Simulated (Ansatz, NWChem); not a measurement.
C3H2O (propiolaldehyde): from total energies to a heat of formation

C3H2O: 6 atoms, total charge 0, spin state singlet. SMILES: `C#CC=O`. The coordinates come from a PBE0-D4/def2-TZVP relaxation.

Total energies at CCSD(T)/6-311+G**, 4 core orbitals frozen (NWChem 7.3.0); the atoms run unrestricted:

| species | state | energy (Eh) |
| --- | --- | --- |
| C3H2O | singlet | -190.227456 |
| C | triplet | -37.767643 |
| O | triplet | -74.938152 |
| H | doublet | -0.499810 |

Harmonic wavenumbers at r2SCAN/def2-TZVP, in cm⁻¹: 206, 267, 633, 663, 729, 957, 1005, 1407, 1736, 2182, 2908, 3464.

Measured heats of formation of the gaseous atoms at 298.15 K, in kJ/mol: C 716.9, O 249.2, H 218.0. Spin-orbit lowering of the atoms at 298 K (mean of the ground term's levels less their thermal mean, from spectra), in kJ/mol: C 0.02, O 0.40. Take 1 Eh = 2625.50 kJ/mol, 1 cm⁻¹ = 0.0119627 kJ/mol, RT = 2.479 kJ/mol.

**Question.** Work out the heat of formation of the gas at 298 K.

**Answer.** 
1. Electronic atomisation energy: 3 × (-37.767643) + (-74.938152) + 2 × (-0.499810) − (-190.227456) = 0.986755 Eh = 2590.7 kJ/mol.
2. Zero-point energy: half the sum of the wavenumbers, 8078.5 cm⁻¹ = 96.6 kJ/mol.
3. Thermal vibrational enthalpy, Σ hcν̃/(exp(hcν̃/kT) − 1): 3.9 kJ/mol. Translation, rotation and pV of a non-linear molecule: 4 RT = 9.9 kJ/mol.
4. The 6 free atoms carry 5/2 RT each: 37.2 kJ/mol.
5. Spin-orbit coupling lowers the free atoms by 3 × 0.02 + 0.40 = 0.5 kJ/mol.
6. Atomisation enthalpy at 298 K: 2590.7 − 0.5 − 96.6 − 3.9 − 9.9 + 37.2 = 2517.0 kJ/mol.
7. Sum of the atoms' heats of formation: 2835.9 kJ/mol. Heat of formation: 2835.9 − 2517.0 = +318.9 kJ/mol.

No measured value is set beside it here. Anharmonicity and any spin-orbit splitting of the molecule are left out, and so is core correlation.
